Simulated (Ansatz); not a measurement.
`CC(O)CCO` at its PBE0-D4/def2-TZVP geometry, where that method's forces vanish. Total charge 0; spin multiplicity 1.

```xyz
16

C     1.3478    1.1729   -1.1120
C     0.3228    0.8549   -0.0417
O    -0.8741    1.5916   -0.2439
C     0.0465   -0.6373    0.0644
C    -0.8689   -0.9935    1.2198
O    -1.0918   -2.3850    1.3321
H     1.5140    2.2499   -1.1720
H     2.3023    0.6845   -0.9025
H     1.0035    0.8226   -2.0913
H     0.6965    1.2109    0.9251
H    -1.1934    1.3989   -1.1307
H     0.9904   -1.1800    0.1791
H    -0.3994   -0.9802   -0.8808
H    -0.4047   -0.6924    2.1631
H    -1.8126   -0.4424    1.1342
H    -1.5789   -2.6754    0.5572
```

What forces (eV/Å) does PBE-D4/def2-TZVPP give on these atoms in Ansatz? (An estimate is asked.)

Computed: 
```
C1   0.065  0.019 -0.016
C2   0.216 -0.132 -0.043
O3  -0.332  0.428  0.390
C4   0.036 -0.006  0.013
C5   0.009  0.194 -0.053
O6   0.145 -0.428  0.467
H7   0.044  0.213 -0.020
H8   0.204 -0.094  0.026
H9  -0.064 -0.069 -0.192
H10  0.078  0.081  0.218
H11 -0.158 -0.096 -0.441
H12  0.191 -0.122  0.021
H13 -0.084 -0.069 -0.188
H14  0.097  0.073  0.210
H15 -0.203  0.153 -0.011
H16 -0.244 -0.144 -0.382
```
